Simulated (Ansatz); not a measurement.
Computed with Ansatz on PBE0-D4/def2-TZVP structures; ΔE is electronic, products minus reactants. CCSD(T)/CBS is the MP2 limit (def2-TZVPP, def2-QZVPP) plus CCSD(T) − MP2 in def2-TZVPP, frozen cores. Functionals use def2-TZVPP. B3LYP here is the variant with VWN-RPA as its local correlation; programs differ in this. Each species was taken in one conformer, which may not be the lowest.

Consider the isomerisation: `COCN=C=N` → `N/C=N\CC=O`.

Problem. Is it downhill or uphill in electronic energy at CCSD(T)/CBS, and by how much? (An estimate is asked.)

Solution. Computed: Downhill: ΔE = -67.2 kJ/mol.

Problem. What do these levels give: PBE0-D4, B3LYP-D4, PBE, PBE0, HF/def2-QZVPP, MP2/CBS(def2)? (Estimate.)

Solution. Computed: PBE0-D4 -58.7, B3LYP-D4 -54.6, PBE -53.5, PBE0 -56.9, HF/def2-QZVPP -57.6, MP2/CBS(def2) -63.5 kJ/mol.

Largest T1 diagnostic among the species: 0.015.

From PBE to PBE0 (25 % exact exchange), in def2-TZVPP and without D4, ΔE moves by −3.4 kJ/mol. The D4 term adds −4.0 kJ/mol with B3LYP and −1.8 kJ/mol with PBE0; it sums over pairs of atoms, weighted by their polarisabilities, and B3LYP, whose exchange is more repulsive, gets the larger term.
